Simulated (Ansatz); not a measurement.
Compare A (`FC1=CCC1F`) with its isomer B (`FCC#CCF`).

Gas-phase electronic energies from Ansatz, PBE0-D4/def2-TZVP geometries. CCSD(T)/CBS adds triple-zeta CCSD(T) − MP2 to the extrapolated MP2 energy (def2 sets, frozen cores). DFT in def2-TZVPP. B3LYP here is the variant with VWN-RPA as its local correlation; programs differ in this.

Question: Which is lower in electronic energy at CCSD(T)/CBS, and by how much? (Estimate.)

Answer: The calculation gave: A, by 11.6 kcal/mol.

Question: Give E(B) − E(A) in kcal/mol with HF/def2-TZVPP, CCSD(T)/def2-SVP, PBE-D4, LDA (SPW92), B3LYP-D4, PBE0-D4, B3LYP. (Best estimate.)

Answer: Ansatz gave: HF/def2-TZVPP 6.1, CCSD(T)/def2-SVP 12.5, PBE-D4 14.9, LDA (SPW92) 20.7, B3LYP-D4 9.2, PBE0-D4 16.3, B3LYP 7.9. None reverses the order clearly.

Question: Does the order hold for the free energy at 298.15 K (harmonic terms from PBE0-D4)? (An estimate is asked.)

Answer: Ansatz gave: Yes: G(B) − G(A) = +9.6 kcal/mol. Modes under 60 cm⁻¹, often nearly free rotors, make the harmonic entropy too high.

Largest T1 diagnostic: 0.012.

In def2-TZVPP, CCSD(T) changes the Hartree–Fock value by +5.4 kcal/mol (the triples alone add +0.6 kcal/mol) and MP2 by +4.5 kcal/mol. From PBE to PBE0 (25 % exact exchange), in def2-TZVPP and without D4, E(B) − E(A) moves by +1.5 kcal/mol.
